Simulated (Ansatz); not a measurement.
Species: C5H5N, SMILES `c1ccncc1` (charge 0, multiplicity 1).

Q: Give a relaxed geometry from B3LYP-D3(BJ)/def2-SVP run with Ansatz (a quantum-chemistry and plane-wave program).

A: the end point of this relaxation (outside a Z-matrix the atoms follow the SMILES, hydrogens last).
Z-matrix (Å, degrees):
```
C
H 1 1.0931
C 1 1.3962 2 120.72
H 3 1.0924 1 121.22 2 0.00
C 1 1.3962 2 120.72 3 -180.00
H 5 1.0924 1 121.22 2 0.00
C 5 1.3989 6 120.39 1 180.00
N 7 1.3354 5 123.44 6 180.00
C 8 1.3354 7 117.79 5 0.00
H 7 1.0966 8 116.43 9 -180.00
H 9 1.0966 8 116.43 7 180.00
```
